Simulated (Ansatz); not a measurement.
A calculation with Ansatz (development build ahead of 0.2.0).

```yaml
crystal:
  periodic: [false, false, false]
  atoms:
    - { symbol: B, position_ang: [0.0, 0.0, -0.74694] }
    - { symbol: F, position_ang: [0.0, 0.0, 0.41496] }
basis:
  gaussian: { orbitals: cc-pVTZ }
hamiltonian:
  xc: hf
correlation:
  method: mp2
  frozen_orbitals: { B: 1, F: 1 }
```

The input is written out in the form of the current development build from the run's settings.

Output:

| Property | Result |
| --- | --- |
| Converged | yes |
| Reference energy | -124.14635 hartree |
| Correlation energy | -0.31858 hartree |
| Total energy | -124.46493 hartree |
| Spin squared of the determinant | 0.000 |
